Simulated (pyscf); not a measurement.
Elementary routes open to H₃Si–CH₂–GeH₃ (SMILES [SiH3][CH2][GeH3]) + H• (SMILES [H]) in the gas phase (doublet surface):
A. H₃C–SiH₃ (SMILES C[SiH3]) + GeH₃• (SMILES [GeH3]) (C–Ge broken; C–H formed)
B. SiH₃• (SMILES [SiH3]) + H₃C–GeH₃ (SMILES [CH3][GeH3]) (C–Si broken; C–H formed)

Single points on ωB97X-D3(BJ)/def2-SVP structures (PySCF, gas phase).

### Question
Rank the routes by free-energy barrier at 600 K, lowest first, for ωB97M-D3(BJ)/def2-TZVP energies (ideal gas, 1 atm, RRHO with modes under 100 cm⁻¹ raised to 100, one conformer, R ln 2 for chiral ones without a mode under 150 cm⁻¹).

### Answer
A (33.8 kcal/mol), B (41.7 kcal/mol)

Route A is the fastest of these, ahead of the next by 7.9 kcal/mol. The most stable products are those of A (ΔG = -29.8 kcal/mol), so kinetics and thermodynamics agree. At 1200 K A is still the fastest. Abstraction by the radical was not located in this set and often lies lower. Only these routes are compared; each barrier is that of the saddle found, and lower ones may exist. Elements up to Kr have no core potential and no relativistic terms here.
